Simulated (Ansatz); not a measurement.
Relaxation of CH$_{2}$NaO (5 atoms, charge -1, multiplicity 1), to a largest force component of 0.02 eV/Å in at most 50 steps.

The calculation used UKS PBE0-D4/def2-SVP (Ansatz 0.2.0).

```xyz
5
Properties=species:S:1:pos:R:3
O 0.045 -0.572 0.975
C 0.578 0.257 -0.189
Na -1.054 2.227 -0.371
H 0.096 -1.492 0.706
H 0.334 -0.420 -1.120
```

Task: Where does it end, and by what steps?

Result: The forces met the threshold. Limits of this set-up: an anion without diffuse functions. After 9 steps the energy has fallen by 0.345 eV; C2 moved furthest, 0.60 Å.

```csv
step,energy less start (eV),largest force component (eV/Å),accepted
0,0.0000,1.526,yes
1,-0.1251,2.037,yes
2,-0.2373,1.352,yes
3,-0.2710,1.065,yes
4,-0.2499,1.606,no
5,-0.3354,0.584,yes
6,-0.3439,0.047,yes
7,-0.3449,0.053,yes
8,-0.3452,0.025,yes
9,-0.3452,0.013,yes
```

```xyz
5
Properties=species:S:1:pos:R:3
O -0.012 -0.660 0.940
C -0.014 0.179 -0.193
Na -0.839 2.378 -0.419
H 0.397 -1.502 0.709
H 0.468 -0.394 -1.036
```

Time of the run: 43 s on 1 thread of Intel(R) Xeon(R) Platinum 8259CL CPU @ 2.50GHz (Skylake/Cascade Lake) (shared host), peak memory 0.17 GiB.
